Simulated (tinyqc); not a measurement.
UHF in the sto-6g basis, for CH, spin multiplicity 4, step by step (part 2 of 2). Computed by tinyqc, a small Python program that keeps every step (integrals from PySCF). Command: `OMP_NUM_THREADS=1 python tinyqc.py 31004 31005 out.jsonl` (the two numbers bound the seeds that draw the settings). One thread of a shared host (Intel(R) Xeon(R) Processor @ 2.60GHz), about 0.1 s of CPU time with the checks.

Geometry (angstrom):
```
atom,x,y,z
C,0.0000,0.0000,0.0000
H,0.0000,0.0000,2.0670
```

## Populations, bond orders and dipole

D(alpha) after iteration 44, lower triangle:
```
,1C 1s,1C 2s,1C 2px,1C 2py,1C 2pz,2H 1s
1C 1s,1.0630
1C 2s,-0.2595,1.0700
1C 2px,0.0000,0.0000,1.0000
1C 2py,0.0000,0.0000,0.0000,1.0000
1C 2pz,0.0184,-0.0746,0.0000,0.0000,0.0190
2H 1s,0.0181,-0.1027,0.0000,0.0000,0.1221,0.9636
```

D(beta) after iteration 44, lower triangle:
```
,1C 1s,1C 2s,1C 2px,1C 2py,1C 2pz,2H 1s
1C 1s,1.0609
1C 2s,-0.2501,1.0277
1C 2px,0.0000,0.0000,0.0000
1C 2py,0.0000,0.0000,0.0000,0.0000
1C 2pz,-0.0192,0.0765,0.0000,0.0000,0.0057
2H 1s,-0.0218,0.0823,0.0000,0.0000,0.0061,0.0066
```

overlap S, lower triangle:
```
,1C 1s,1C 2s,1C 2px,1C 2py,1C 2pz,2H 1s
1C 1s,1.0000
1C 2s,0.2432,1.0000
1C 2px,0.0000,0.0000,1.0000
1C 2py,0.0000,0.0000,0.0000,1.0000
1C 2pz,0.0000,0.0000,0.0000,0.0000,1.0000
2H 1s,0.0068,0.1175,0.0000,0.0000,0.1413,1.0000
```

Mulliken: Z minus the diagonal of D S on the atom; Loewdin: the same with S^(1/2) D S^(1/2); Mayer order: 2 sum_s sum (D(s) S)_ij (D(s) S)_ji over the two atoms.

Charges (e):
```
atom,Mulliken,Loewdin,Mulliken spin
1C,-0.0141,-0.0149,2.0481
2H,0.0141,0.0149,0.9519
```

Mayer bond orders:
```
pair,order
2-1,0.0937
```

dipole moment about the origin, x y z (debye): 0.0000  0.0000  0.0858

<S^2> of the determinant (pure state: 3.75) = 3.7644
